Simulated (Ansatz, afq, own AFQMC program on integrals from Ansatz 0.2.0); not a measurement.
## AlSiH, triplet: AFQMC among the cluster methods

```xyz
3

Si    0.0000    0.0000    5.0377
Al    0.0000    0.0000   -0.5906
H     0.0000    0.0000   -4.4471
```

Connectivity, by distances: Si ··· Al ··· H.

Basis 6-31G. Only valence electrons are correlated. Ansatz 0.2.0 and our own AFQMC program on the same integrals; the CISD trial comes from CCSD amplitudes, and released means the phaseless constraint is let go. Error bars are statistical, one sigma.

Determinant: UHF, the one that the program's search chose, which needn't be the lowest solution. The geometry is a point of a scan.

Full CI on the same integrals is exact in this basis and with this determinant's frozen core.

Cautions: lower spins were not checked; strong correlation (T1 0.051, weight of the determinant 0.69, largest double 0.46); unrestricted determinant spin contaminated (⟨S²⟩ 2.96 against 2.00); the CCSDT(Q) amplitudes may be one of several solutions (largest double 0.69); the CCSDTQ amplitudes may be one of several solutions (largest double 0.69).

- T1 diagnostic: 0.0510
- weight of the determinant in the CISD state: 0.690
- ⟨S²⟩ of the determinant: 2.962
- size of the correlated space: 8 electrons in 18 orbitals

Reference: full CI, correlation energy -1.595 eV. The released energy is read at 2.40 1/Eh (meV from the phaseless value at times in 1/Eh: -5 ± 4 at 0.24, -13 ± 5 at 0.51, -16 ± 3 at 0.99, -23 ± 3 at 1.62, -24 ± 3 at 2.40). The cautions show a poor starting determinant, so the rows tell how each method copes with it here, and full CI is the sure value.

```json
{"level": "HF", "E − E(reference) (meV)": "1594.6", "share of correlation (%)": "0.00"}
{"level": "MP2", "E − E(reference) (meV)": "717.6", "share of correlation (%)": "55.00"}
{"level": "CCSD", "E − E(reference) (meV)": "54.0", "share of correlation (%)": "96.62"}
{"level": "CCSD(T)", "E − E(reference) (meV)": "28.3", "share of correlation (%)": "98.22"}
{"level": "CCSDT", "E − E(reference) (meV)": "1.8", "share of correlation (%)": "99.89"}
{"level": "CCSDT(Q)", "E − E(reference) (meV)": "0.3", "share of correlation (%)": "99.98"}
{"level": "CCSDTQ", "E − E(reference) (meV)": "0.1", "share of correlation (%)": "99.99"}
{"level": "ph-AFQMC/CISD", "E − E(reference) (meV)": "31.4 ± 4.1", "share of correlation (%)": "98.03"}
{"level": "released AFQMC", "E − E(reference) (meV)": "7.8 ± 2.9", "share of correlation (%)": "99.51"}
```

CCSDT and higher add their correlation energy to the determinant of the CCSD(T) run, since their own runs factorise the integrals more tightly (a shift of under 2 meV). A walk keeps the symmetry of its determinant, which the program's search chose and which needn't be the lowest solution, so a lower state of the same spin and another symmetry isn't excluded. Released energies are given only where the last usable release times agree within the noise; a slower fall can still hide under it.
